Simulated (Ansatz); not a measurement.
Level of theory: B3LYP-D3(BJ)/def2-TZVP run with Ansatz (a first-principles code). No frequencies were computed at this level.

Ansatz 0.2 input:
```yaml
crystal:
  periodic: [false, false, false]
  atoms:
    - { symbol: O, position_ang: [-0.690211, 1.133797, -0.221762] }
    - { symbol: C, position_ang: [-0.38102, 0.049127, 0.166033] }
    - { symbol: O, position_ang: [0.754402, -0.570905, -0.106922] }
    - { symbol: H, position_ang: [-1.003998, -0.590113, 0.809921] }
    - { symbol: H, position_ang: [1.320828, -0.021907, -0.676179] }
basis:
  gaussian: { orbitals: def2-tzvp }
hamiltonian:
  xc: b3lyp
  dispersion: d3bj
relax:
  max_steps: 150
```

Output:

```
Functional definition: B3LYP
570 factors; their error is unknown
mean field evaluation 1: about -5160.7653 eV, gradient 5.8e1 eV
mean field evaluation 2: about -5152.0042 eV, gradient 9.1e1 eV
mean field evaluation 4: about -5165.9796 eV, gradient 5.6e0 eV
mean field evaluation 8: about -5166.0287 eV, gradient 3.8e-1 eV
mean field -5166.02885902 eV, -189.8480589087 hartree, gradient 5.0e-5 eV, S^2 0.000000; 0 other end points of the search recorded, 0 dependent functions left out
reference -5166.02904291 eV, -189.8480656667 hartree; 12, 12 occupied and 93, 93 virtual orbitals, 570 factors
relax step   1: F+E_penalty+E_count = -5166.11273423 eV  Δ(F+E_penalty+E_count) = +0.000e0 eV  max|allowed force component| = 8.596e-1 eV/Å  Δτ_max = 0.0000 Å  (26 SCF iters, accepted)
these checks for a lower state are left out or cut short: starts, cluster_reference, orbital_swaps, neighbouring_geometries, increment
570 factors; their error is unknown
mean field evaluation 16: about -5166.0350 eV, gradient 1.2e0 eV
mean field -5166.03950179 eV, -189.8484500233 hartree, gradient 9.8e-6 eV, S^2 0.000000; 0 other end points of the search recorded, 0 dependent functions left out
reference -5166.03968551 eV, -189.8484567749 hartree; 12, 12 occupied and 93, 93 virtual orbitals, 570 factors
relax step   2: F+E_penalty+E_count = -5166.12335281 eV  Δ(F+E_penalty+E_count) = -1.062e-2 eV  max|allowed force component| = 4.072e-1 eV/Å  Δτ_max = 0.0102 Å  (32 SCF iters, accepted)
these checks for a lower state are left out or cut short: starts, cluster_reference, orbital_swaps, neighbouring_geometries, increment
570 factors; their error is unknown
mean field -5166.04402953 eV, -189.8486164150 hartree, gradient 9.7e-6 eV, S^2 0.000000; 0 other end points of the search recorded, 0 dependent functions left out
reference -5166.04421297 eV, -189.8486231561 hartree; 12, 12 occupied and 93, 93 virtual orbitals, 570 factors
relax step   3: F+E_penalty+E_count = -5166.12790417 eV  Δ(F+E_penalty+E_count) = -4.551e-3 eV  max|allowed force component| = 4.577e-2 eV/Å  Δτ_max = 0.0125 Å  (33 SCF iters, accepted)
these checks for a lower state are left out or cut short: starts, cluster_reference, orbital_swaps, neighbouring_geometries, increment
570 factors; their error is unknown
mean field evaluation 32: about -5166.0433 eV, gradient 3.8e-1 eV
mean field -5166.04346385 eV, -189.8485956266 hartree, gradient 9.6e-6 eV, S^2 0.000000; 0 other end points of the search recorded, 0 dependent functions left out
reference -5166.04364718 eV, -189.8486023636 hartree; 12, 12 occupied and 93, 93 virtual orbitals, 570 factors
relax step   4: F+E_penalty+E_count = -5166.12736444 eV  Δ(F+E_penalty+E_count) = +5.397e-4 eV  max|allowed force component| = 1.381e-1 eV/Å  Δτ_max = 0.0090 Å  (32 SCF iters, rejected (line search))
these checks for a lower state are left out or cut short: starts, cluster_reference, orbital_swaps, neighbouring_geometries, increment
570 factors; their error is unknown
mean field -5166.04428925 eV, -189.8486259595 hartree, gradient 9.6e-6 eV, S^2 0.000000; 0 other end points of the search recorded, 0 dependent functions left out
reference -5166.04447259 eV, -189.8486326968 hartree; 12, 12 occupied and 93, 93 virtual orbitals, 570 factors
relax step   5: F+E_penalty+E_count = -5166.12818515 eV  Δ(F+E_penalty+E_count) = -2.810e-4 eV  max|allowed force component| = 2.017e-2 eV/Å  Δτ_max = 0.0045 Å  (32 SCF iters, accepted)
these checks for a lower state are left out or cut short: starts, cluster_reference, orbital_swaps, neighbouring_geometries, increment
570 factors; their error is unknown
mean field -5166.04432439 eV, -189.8486272508 hartree, gradient 9.5e-6 eV, S^2 0.000000; 0 other end points of the search recorded, 0 dependent functions left out
reference -5166.04450772 eV, -189.8486339878 hartree; 12, 12 occupied and 93, 93 virtual orbitals, 570 factors
relax step   6: F+E_penalty+E_count = -5166.12823652 eV  Δ(F+E_penalty+E_count) = -5.137e-5 eV  max|allowed force component| = 3.451e-2 eV/Å  Δτ_max = 0.0029 Å  (34 SCF iters, accepted)
these checks for a lower state are left out or cut short: starts, cluster_reference, orbital_swaps, neighbouring_geometries, increment
570 factors; their error is unknown
mean field -5166.04434820 eV, -189.8486281258 hartree, gradient 9.5e-6 eV, S^2 0.000000; 0 other end points of the search recorded, 0 dependent functions left out
reference -5166.04453148 eV, -189.8486348610 hartree; 12, 12 occupied and 93, 93 virtual orbitals, 570 factors
relax step   7: F+E_penalty+E_count = -5166.12826193 eV  Δ(F+E_penalty+E_count) = -2.541e-5 eV  max|allowed force component| = 1.741e-3 eV/Å  Δτ_max = 0.0011 Å  (34 SCF iters, accepted)
570 factors; their error is unknown
mean field evaluation 64: about -5166.0443 eV, gradient 9.5e-6 eV
mean field -5166.04434820 eV, -189.8486281258 hartree, gradient 9.5e-6 eV, S^2 0.000000; 1 other end points of the search recorded, 0 dependent functions left out
reference -5166.04453148 eV, -189.8486348610 hartree; 12, 12 occupied and 93, 93 virtual orbitals, 570 factors
Total energy: -5166.12844520 eV, -189.8517186336 hartree
Atom 0 at    -0.680508     1.135553    -0.227654 Å, force    -0.000356    -0.000581     0.000455 eV/Å
Atom 1 at    -0.382552     0.046241     0.168253 Å, force     0.001741     0.000465    -0.001154 eV/Å
Atom 2 at     0.769798    -0.588740    -0.105842 Å, force    -0.000394    -0.000212     0.000208 eV/Å
Atom 3 at    -1.007589    -0.587252     0.810321 Å, force    -0.000556     0.000105     0.000291 eV/Å
Atom 4 at     1.300852    -0.005801    -0.673987 Å, force    -0.000436     0.000223     0.000199 eV/Å
Dipole moment:     0.199579    -0.245974     0.021126 e Å
```

Cost: very roughly 15 core-seconds.
